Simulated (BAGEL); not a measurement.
# H2O2 (hydrogen peroxide) at HF/STO-3G (density fitting with qzvpp-jkfit)

Aim: the energy change on altering one bond length of H2O2 (hydrogen peroxide) at HF/STO-3G (density fitting with qzvpp-jkfit), from 2 runs. 

The results are computed with BAGEL 1.2.2.

2 further runs of the same task are left out: 2 set aside as unsound or not needed.

**1. The structure to begin with**

H2O2 has 4 atoms, charge 0, and is taken as a singlet. As SMILES, `OO`. Geometry: relaxed at PBE0-D4/def2-TZVP.

Bond lengths: O1–O2 1.426 Å, O1–H3 0.965 Å, O2–H4 0.965 Å. Angles: O1–O2–H4 101.1°, O2–O1–H3 101.1°.

**2. A single-point energy at HF/STO-3G (density fitting with qzvpp-jkfit)**

Contents of input.json:

```json
{ "bagel": [

{
  "title": "molecule",
  "basis": "sto-3g",
  "df_basis": "qzvpp-jkfit",
  "angstrom": true,
  "geometry": [
    { "atom": "O", "xyz": [   -0.486800,   -0.581100,    0.030600 ] },
    { "atom": "O", "xyz": [    0.048300,    0.728400,    0.206900 ] },
    { "atom": "H", "xyz": [    0.186400,   -1.117000,    0.467400 ] },
    { "atom": "H", "xyz": [    0.252100,    0.969800,   -0.704900 ] }
  ]
},
{
  "title": "hf"
},
{
  "title": "print",
  "file": "orbitals.molden",
  "orbitals": true
}

]}
```

Started as:

```sh
$ BAGEL_NUM_THREADS=1 BAGEL input.json > input.out
```

What it wrote:

```text
* using 1 threads per process

  ===============================================================
  ===============================================================

  *** Geometry ***

  { "atom" : "O", "xyz" : [     -0.919919,     -1.098120,      0.057826 ] },
  { "atom" : "O", "xyz" : [      0.091274,      1.376477,      0.390984 ] },
  { "atom" : "H", "xyz" : [      0.352245,     -2.110824,      0.883258 ] },
  { "atom" : "H", "xyz" : [      0.476400,      1.832656,     -1.332068 ] },

  Number of auxiliary basis functions:      190

  Since a DF basis is specified, we compute 2- and 3-index integrals:
    o Being stored without compression. Storage requirement is 0.000 GB

  Number of basis functions:       12
  Number of electrons      :       18

    * METHOD: MOLECULE                             0.02

  *** RHF ***

  === Nuclear Repulsion ===
    37.2831187737

      * DIIS with orbital gradients will be used.

  === RHF iteration (sto-3g) ===
      0       -148.73912058          0.02040027           0.00
      1       -148.76000704          0.00343810           0.00
      2       -148.76065078          0.00062814           0.00
      3       -148.76067036          0.00007614           0.00
      4       -148.76067100          0.00002765           0.00
      5       -148.76067112          0.00000656           0.00
      6       -148.76067112          0.00000132           0.00
      7       -148.76067112          0.00000015           0.00
      8       -148.76067112          0.00000002           0.00
      9       -148.76067112          0.00000000           0.00
    * SCF iteration converged.

    * Permanent dipole moment:
           (   -0.519313,     0.174366,     0.281249) a.u.

    * METHOD: HF                                   0.03

    * METHOD: PRINT                                0.00

  ===============================================================
```

It took 0.22 s on 1 thread of Arm Neoverse V2, shared host.

**3. The distorted shape, same level**

Contents of input.json:

```json
{ "bagel" : [

{
  "title" : "molecule",
  "basis" : "sto-3g",
  "df_basis" : "qzvpp-jkfit",
  "angstrom" : "true",
  "geometry" : [
    { "atom" : "O", "xyz" : [   -1.025388,   -0.152357,   -0.318858 ] },
    { "atom" : "O", "xyz" : [   -0.490288,    1.157143,   -0.142558 ] },
    { "atom" : "H", "xyz" : [    0.186400,   -1.117000,    0.467400 ] },
    { "atom" : "H", "xyz" : [   -0.286488,    1.398543,   -1.054358 ] }
  ]
},
{
  "title" : "hf"
},
{
  "title" : "print",
  "file" : "orbitals.molden",
  "orbitals" : "true"
}

]}
```

Started as:

```sh
$ BAGEL_NUM_THREADS=1 BAGEL input.json > input.out
```

What it wrote:

```text
* using 1 threads per process

  ===============================================================
  ===============================================================

  *** Geometry ***

  { "atom" : "O", "xyz" : [     -1.937702,     -0.287913,     -0.602554 ] },
  { "atom" : "O", "xyz" : [     -0.926510,      2.186683,     -0.269396 ] },
  { "atom" : "H", "xyz" : [      0.352245,     -2.110824,      0.883258 ] },
  { "atom" : "H", "xyz" : [     -0.541384,      2.642863,     -1.992448 ] },

  Number of auxiliary basis functions:      190

  Since a DF basis is specified, we compute 2- and 3-index integrals:
    o Being stored without compression. Storage requirement is 0.000 GB

  Number of basis functions:       12
  Number of electrons      :       18

    * METHOD: MOLECULE                             0.02

  *** RHF ***

  === Nuclear Repulsion ===
    34.7526964789

      * DIIS with orbital gradients will be used.

  === RHF iteration (sto-3g) ===
      0       -148.52193535          0.02962251           0.00
      1       -148.55649726          0.01609463           0.00
      2       -148.56606562          0.00297759           0.00
      3       -148.56656477          0.00098931           0.00
      4       -148.56666046          0.00031967           0.00
      5       -148.56667364          0.00007971           0.00
      6       -148.56667451          0.00004149           0.00
      7       -148.56667488          0.00001825           0.00
      8       -148.56667496          0.00000786           0.00
      9       -148.56667498          0.00000314           0.00
     10       -148.56667498          0.00000152           0.00
     11       -148.56667498          0.00000034           0.00
     12       -148.56667498          0.00000011           0.00
     13       -148.56667498          0.00000004           0.00
     14       -148.56667498          0.00000001           0.00
     15       -148.56667498          0.00000001           0.00
    * SCF iteration converged.

    * Permanent dipole moment:
           (   -0.349261,     0.014292,     0.400937) a.u.

    * METHOD: HF                                   0.03

    * METHOD: PRINT                                0.00

  ===============================================================
```

Run time: 0.22 s. Hardware: 1 thread of Arm Neoverse V2, shared host.

**4. Summary of results**

Level: HF/STO-3G (density fitting with qzvpp-jkfit).

```
                                                         quantity          value
                                        first shape: total energy  -148.76067 Eh
                                       first shape: dipole moment         1.57 D
                                         first shape: HOMO energy       -9.92 eV
                                         first shape: LUMO energy       13.16 eV
                                       first shape: HOMO–LUMO gap       23.08 eV
                                    distorted shape: total energy  -148.56667 Eh
                                   distorted shape: dipole moment         1.35 D
                                     distorted shape: HOMO energy       -8.26 eV
                                     distorted shape: LUMO energy        4.72 eV
                                   distorted shape: HOMO–LUMO gap       12.98 eV
energy change with the O1–H3 bond stretched from 0.965 to 1.737 Å       5.279 eV
```

What this shows: With the O1–H3 bond stretched from 0.965 to 1.737 Å the energy rises by 5.28 eV (509 kJ/mol). The first shape isn't relaxed at this level, so the change isn't measured from a minimum. A restricted reference can't describe the breaking bond well at this length. The minimal basis adds a large error of its own.
